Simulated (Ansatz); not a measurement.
# Lattice parameter a of some cubic bcc solids

Method: PBE-D3(BJ) in Ansatz (PAW). References are measured values corrected to a static lattice.

Values in Å.

| solid | reference | PBE-D3(BJ) | error (%) |
|---|---|---|---|
| bcc Ba | 4.995¶ | 4.922 | -1.46 |
| bcc K | 5.212¶ | 5.163 | -0.94 |
| bcc Cs | 6.039¶ | 6.040 | +0.02 |
| bcc Li | 3.449¶ | 3.323 | -3.65 |
| bcc W | 3.16 | 3.159 | -0.03 |
| bcc Rb | 5.576¶ | 5.555 | -0.38 |
| antiferromagnetic bcc Cr | 2.877 | 2.829 | -1.67 |
| bcc Mo | 3.141 | 3.130 | -0.35 |
| bcc Na | 4.214 | 4.083 | -3.11 |
| bcc Nb | 3.294 | 3.267 | -0.82 |
| bcc Fe | 2.853 | 2.807 | -1.61 |
| bcc Ta | 3.299 | ? | ? |
| bcc V | 3.021 | 2.952 | -2.28 |

Task: Estimate the withheld PBE-D3(BJ) value.

Result: The errors of the other rows run from -3.65 % to +0.02 %, with a median of -1.20 %; carried to the reference 3.299 it gives 3.259 Å. The run gives 3.285 Å (-0.42 %), +0.80 % from the estimate; the row was drawn at random, and such an estimate is rough. Over these 13 solids the mean error is -1.29 %, the mean absolute error 1.29 % (median 0.94 %), and the worst case bcc Li at -3.65 %; the value is too low in 12 of 13 cases.

All these references are brought to a static lattice.

Spin–orbit coupling is left out, also for the solids with elements from indium on (bcc Ba, bcc Cs, bcc W, bcc Ta); its size isn't shown.

¶ marks references of a special kind: bcc Ba, 4.995 Å (measured, low-temperature or extrapolated to 0 K; zero-point anharmonic expansion removed, our sources range from 4.995 to 5.004; as tabulated in Csonka et al. (2009), arXiv:0903.4037); bcc K, 5.212 Å (measured, low-temperature or extrapolated to 0 K; zero-point anharmonic expansion removed; as tabulated in Csonka et al. (2009), arXiv:0903.4037); bcc Cs, 6.039 Å (measured, low-temperature or extrapolated to 0 K; zero-point anharmonic expansion removed; as tabulated in Csonka et al. (2009), arXiv:0903.4037); bcc Li, 3.449 Å (measured, low-temperature or extrapolated to 0 K; zero-point anharmonic expansion removed, our sources range from 3.443 to 3.453; as tabulated in Csonka et al. (2009), arXiv:0903.4037); bcc Rb, 5.576 Å (measured, low-temperature or extrapolated to 0 K; zero-point anharmonic expansion removed; as tabulated in Csonka et al. (2009), arXiv:0903.4037).

Differences are worked out from the printed values.

Caveats: the commensurate order stands in for chromium's spin-density wave, and the size of the moments varies much between levels (antiferromagnetic bcc Cr). Ansatz's density-functional and Hartree–Fock values are scalar-relativistic unless marked +SOC, with PAW data made under PBE.

Ansatz's runs of these crystals have no spin polarisation, but for antiferromagnetic bcc Cr, bcc Fe.

Density-functional runs with spin start from opposed moments for antiferromagnetic bcc Cr, parallel moments for bcc Fe.

Not in this set, of the bcc solids with a reference value in our tables and a result at some level: 3 for a high-temperature or high-pressure phase. These can be a level's best or worst cases. Solids without a released value at any level aren't counted. Layered and molecular crystals are counted apart. The metals Ce to Yb are counted apart.

References as tabulated in Mejia-Rodriguez and Trickey (2018), arXiv:1807.09216; Csonka et al. (2009), arXiv:0903.4037; Levämäki et al. (2014), arXiv:1402.3671.

Ansatz is a program for electronic structure.
